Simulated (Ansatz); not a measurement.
A calculation with Ansatz (development build ahead of 0.2.0).

```yaml
crystal:
  periodic: [false, false, false]
  atoms:
    - { symbol: H, position_ang: [0.0, 0.0, 0.575] }
    - { symbol: F, position_ang: [0.0, 0.0, -0.575] }
basis:
  gaussian: { orbitals: STO-3G }
total_charge: 1
magnetization:
  initial_magnetization: 1
hamiltonian:
  xc: hf
correlation:
  method: ccsd_t
  frozen_orbitals: { F: 1, H: 0 }
```

The input is written out in the form of the current development build from the run's settings. Correlation on restricted open-shell orbitals is semicanonical, with singles.

The run gave:

| Item | Value |
| --- | --- |
| Converged | yes |
| Reference energy | -98.18183 hartree |
| CCSD correlation energy | -0.02249 hartree |
| Triples correction | 0.00000 hartree |
| Total energy | -98.20432 hartree |
| Spin squared of the determinant | 0.750 |
